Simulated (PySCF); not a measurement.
Relaxation of quartet [S3]+

Method: UPBE0 in PySCF with S def2-TZVP; no relativity; density-fitted integrals. A (50,194) grid was used.

A start displaced from a saddle point along its imaginary mode, of Cs symmetry, held to at least that symmetry:

```xyz
3
charge 1 multiplicity 4, angstrom
S     0.7124   -1.1370    0.0000
S    -1.2181    0.1193    0.0000
S     0.5057    1.0177    0.0000
```

Optimiser trace:
| step | E − E(last) (kJ/mol) | largest gradient (Eh/bohr) |
| --- | --- | --- |
| 0 | 57.81 | 0.06243 |
| 1 | 9.80 | 0.01711 |
| 2 | 1.79 | 0.00995 |
| 3 | 0.20 | 0.00249 |
| 4 | 0.00 | 0.00046 |
| 5 | 0.00 | 0.00009 |

It ends at C2v with S–S 2.007 Å (×2), S–S 2.636 Å; S–S–S 48.9° (×2), S–S–S 82.1° (after a last refinement on a finer grid). A frequency run shows a minimum. Other isomers or separated fragments may lie lower.

The relaxation took 8.3 s on 4 threads of a shared Arm Neoverse V2 host, with 111 basis functions and 6 gradients; the process peaked at 0.96 GiB. Launch command: `OMP_NUM_THREADS=4 python axn.py task.json out`.
